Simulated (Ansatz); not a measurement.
Two shapes of singlet SiHF.

Shape 1:

```xyz
3

H     0.0000    0.3260   -1.1781
Si    0.0000   -0.7044   -0.0239
F     0.0000    0.3784    1.2020
```

Shape 2:

```xyz
3

H    -0.0092    0.3709   -1.1581
Si    0.0317   -0.7430   -0.0265
F    -0.0038    0.3785    1.1522
```

Basis set: def2-SVP (spherical functions). Correlated methods keep 6 orbitals frozen. Charge 0, multiplicity 1.

Computed with Ansatz (development build ahead of 0.2.0); each method stands on the lowest determinant of its kind that the runs found.

Question: Which shape is lower in energy, and by how much in each method?

Answer:

```json
{"method": "UHF", "E(2) − E(1) (eV)": "0.065"}
{"method": "RHF-MP2", "E(2) − E(1) (eV)": "0.057"}
{"method": "UHF-MP2", "E(2) − E(1) (eV)": "0.025"}
{"method": "RHF-CCSD(T)", "E(2) − E(1) (eV)": "0.053"}
{"method": "UHF-CCSD(T)", "E(2) − E(1) (eV)": "0.052"}
```

Shape 1 is lower. Caution for UHF, UHF-MP2, UHF-CCSD(T): the unrestricted determinant is spin contaminated.
